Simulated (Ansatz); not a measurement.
Input file for Ansatz (a program for electronic structure): U-CCSD(T)/aug-cc-pVDZ on HH2ts, 2S+1 = 2.

Ansatz 0.2 input:
```yaml
crystal:
  periodic: [false, false, false]
  atoms:
    - {symbol: H, position_ang: [0.00000000, 0.00000000, 0.00000000]}
    - {symbol: H, position_ang: [0.00000000, 0.00000000, 0.92947400]}
    - {symbol: H, position_ang: [0.00000000, 0.00000000, -0.92947400]}
basis:
  gaussian:
    orbitals: aug-cc-pVDZ
magnetization: {spin_polarized: true, initial_magnetization: 1}
correlation: {method: ccsd_t, electrons: outside_noble_gas}
scf: {omitted_lower_state_checks: [cluster_reference]}
```

The head of its log:

```
WARN ansatz: RAYON_NUM_THREADS=1 ignored (pool sized by the plan → 1); use --threads N
Functional definition: HF
these checks for a lower state are left out or cut short: cluster_reference
integrals: 0.00 GiB planned
253 factors; integrals over basis functions are off by at most 1.3e-4 eV
mean field: 0.04 GiB planned
mean field evaluation 1: about -43.1464 eV, gradient 5.5e0 eV
mean field evaluation 2: about -43.1465 eV, gradient 5.5e0 eV
mean field evaluation 4: about -43.5654 eV, gradient 7.4e-1 eV
mean field evaluation 8: about -43.5744 eV, gradient 1.6e-4 eV
mean field -43.57443604 eV, -1.6013309887 hartree, gradient 1.3e-6 eV, S^2 0.785896; 0 other end points of the search recorded, 0 dependent functions left out
reference -43.57443604 eV, -1.6013309887 hartree; 2, 1 occupied and 25, 26 virtual orbitals, 253 factors
```

Q: Give the final energy of this run.

A: -1.6492 hartree (reference determinant -1.6013, T1 diagnostic 0.021).
